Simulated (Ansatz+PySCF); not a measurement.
**triplet CH2: levels of theory in one basis**

```yaml
atoms:
  - { symbol: C, position_ang: [0.0000, 0.0000, 0.1240] }
  - { symbol: H, position_ang: [0.0000, 1.0282, -0.3380] }
  - { symbol: H, position_ang: [0.0000, -1.0282, -0.3380] }
```

Basis set: cc-pVTZ (spherical functions). Left uncorrelated: 1 orbital. Correlation on ROHF uses semicanonical orbitals with singles. Charge 0, multiplicity 3.

Computed with Ansatz (development build ahead of 0.2.0) and PySCF 2.14.0; each method stands on the lowest determinant of its kind that the runs found.

```json
{"method": "ROHF", "E − E(ROHF) (eV)": "0.00", "<S²> of the determinant": "2.00"}
{"method": "UHF", "E − E(ROHF) (eV)": "-0.15", "<S²> of the determinant": "2.02"}
{"method": "ROHF-MP2", "E − E(ROHF) (eV)": "-3.36", "<S²> of the determinant": "–"}
{"method": "UHF-MP2", "E − E(ROHF) (eV)": "-3.37", "<S²> of the determinant": "2.02"}
```

Question: What does ROHF-CCSD(T) give on the same scale?

Answer: -3.99 eV.
